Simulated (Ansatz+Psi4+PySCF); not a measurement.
Two shapes of doublet H2NO.

Shape 1:

```xyz
4

N     0.0191    0.0196   -0.0123
H     0.8644   -0.0253   -0.5352
H    -0.8885   -0.0200   -0.5075
O     0.0023   -0.0262    1.2656
```

Shape 2:

```xyz
4

N     0.0000    0.0000    0.0000
H     0.1273   -0.3931    0.9255
H    -0.9192    0.3438   -0.2532
O     0.9747    0.0607   -0.8275
```

Basis set: cc-pVTZ (spherical functions). Correlated methods keep 2 orbitals frozen. Correlation on ROHF uses semicanonical orbitals with singles. Charge 0, multiplicity 2.

Computed with Ansatz (development build ahead of 0.2.0) and Psi4 1.11; each method stands on the lowest determinant of its kind that the runs found.

Which shape is lower in energy, and by how much in each method?

```json
{"method": "ROHF", "E(2) − E(1) (eV)": "-0.016"}
{"method": "UHF", "E(2) − E(1) (eV)": "-0.017"}
{"method": "ROHF-MP2", "E(2) − E(1) (eV)": "-0.021"}
{"method": "UHF-MP2", "E(2) − E(1) (eV)": "-0.021"}
```

Shape 2 is lower.
